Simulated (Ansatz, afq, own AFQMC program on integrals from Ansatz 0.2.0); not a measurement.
SiH$_{2}$O, triplet: AFQMC among the cluster methods

```yaml
atoms:
  - { symbol: O, position_ang: [-0.9112, -0.2316, 0.0000] }
  - { symbol: H, position_ang: [-1.1605, 0.6949, 0.0000] }
  - { symbol: H, position_ang: [0.2428, -0.2316, 0.0000] }
  - { symbol: Si, position_ang: [1.8288, -0.2316, 0.0000] }
```

Connectivity, by distances: OH ··· Si, 1 bridging H.

Basis cc-pVTZ. Only valence electrons are correlated. AFQMC by an in-house program on the Cholesky factors that Ansatz 0.2.0 writes for its CCSD(T) run. ph-AFQMC/CISD is guided by a CISD state made of CCSD amplitudes; releasing the constraint for a short imaginary time cuts its bias at the price of noise, slowly where states lie close. ± is one standard error of the sampling.

Determinant: UHF, the one that the program's search chose, which needn't be the lowest solution. The geometry is a point of a scan.

No full CI on the walks' own integrals is used here; CCSDT(Q) serves as the reference and is uncertain by about the last step of the cluster series.

Cautions: lower spins were not checked.

- T1 diagnostic: 0.0203
- weight of the determinant in the CISD state: 0.864
- ⟨S²⟩ of the determinant: 2.036
- size of the correlated space: 12 electrons in 86 orbitals

```tsv
level	correlation energy (eV)
MP2	-9.1646
CCSD	-9.7801
CCSD(T)	-10.1537
```

Task: Estimate where AFQMC with the constraint released lies against CCSD(T) on the same integrals.

Result: 1.15 ± 0.29 kcal/mol below CCSD(T).

Reference: CCSDT(Q), correlation energy -10.206 eV. The released energy is read at 2.40 1/Eh (meV from the phaseless value at times in 1/Eh: -8 ± 6 at 0.24, -16 ± 3 at 0.51, -11 ± 4 at 0.99, -22 ± 8 at 1.62, -30 ± 13 at 2.40).

```
         level  E − E(reference) (kcal/mol)  share of correlation (%)
       CCSD(T)                         1.21                     99.49
         CCSDT                         0.55                     99.77
   ph-AFQMC/HF                  2.41 ± 0.65                     98.97
 ph-AFQMC/CISD                  0.74 ± 0.16                     99.68
released AFQMC                  0.06 ± 0.29                     99.98
```

A walk keeps the symmetry of its determinant, which the program's search chose and which needn't be the lowest solution, so a lower state of the same spin and another symmetry isn't excluded. Released energies are given only where the last usable release times agree within the noise; a slower fall can still hide under it.
